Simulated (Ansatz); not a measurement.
A rate constant, worked out

An elementary step of AlH₂ClO, singlet (AlH₂ClO ([OH][AlH][Cl]) → AlHO ([OH][Al]) + HCl; Al–Cl, Al–H broken or loosened, Cl–H formed or tightened). The start structure is the reactant molecule, and the electronic barrier above it is 3.177 eV by CCSD(T) at an estimated basis limit (MP2 extrapolated from triple and quadruple zeta, plus CCSD(T) − MP2 in triple zeta). Ansatz 0.2.0; basis: def2-TZVPP and def2-QZVPP; cores frozen in the correlated methods. Extrapolation: Hartree–Fock as exp(−7.88 √X), correlation as X^−2.97. Harmonic wavenumbers at PBE0-D4/def2-TZVP (Ansatz 0.2.0), in cm⁻¹:

Start: 200, 379, 489, 506, 604, 684, 884, 2016, 3960.

Saddle: 1001i, 124, 297, 350, 359, 560, 870, 1505, 3939.

Problem. Work out the transition-state-theory rate constant at 500 K from these numbers alone (harmonic vibrations; rotation, path degeneracy and anharmonicity left out), and the Wigner tunnelling factor. Use 1 cm⁻¹ = 1.2398 × 10⁻⁴ eV and k_B = 8.617 × 10⁻⁵ eV/K.

Solution. Zero-point energies, half the sums: start 9722/2 cm⁻¹ = 0.6027 eV; saddle, real modes only, 8004/2 cm⁻¹ = 0.4962 eV.
Barrier with zero-point energy: 3.177 + 0.4962 − 0.6027 = 3.0705 eV.
k_BT = 0.04309 eV, so the barrier is 71.26 k_BT.
Vibrational partition functions from the zero-point level, ln q = −Σ ln(1 − exp(−hν/k_BT)): start 2.211, saddle 2.974.
k = (k_BT/h) exp(ln q‡ − ln q) exp(−E0/k_BT), with log₁₀(k_BT/h in s⁻¹) = 13.02: log₁₀ k = 13.02 + (0.763 − 71.26)/2.3026 = -17.60, so k ≈ 3 × 10^(-18) s⁻¹.
Wigner factor: 1 + (hν‡/k_BT)²/24 = 1 + (2.88)²/24 = 1.35. A change of 1 kcal/mol (0.043 eV) in the barrier would change k by a factor of 2.7 at this temperature.

T1 diagnostic: at most 0.018. The restricted Hartree–Fock reference is unstable towards an unrestricted one at one or more of these structures.

Labels in which every atom is bracketed show which atoms are joined, not bond orders.

For scale, one of the runs: CCSD(T)/def2-TZVPP, 143 basis functions, launched by `ansatz run in.yaml --threads 2 --pin off --events-out ev --progress --plain --max-ram 4352MiB`. Hardware: 2 CPU threads of an Arm Neoverse V2, shared host. Wall time 8.5 s; peak host memory 0.77 GiB.
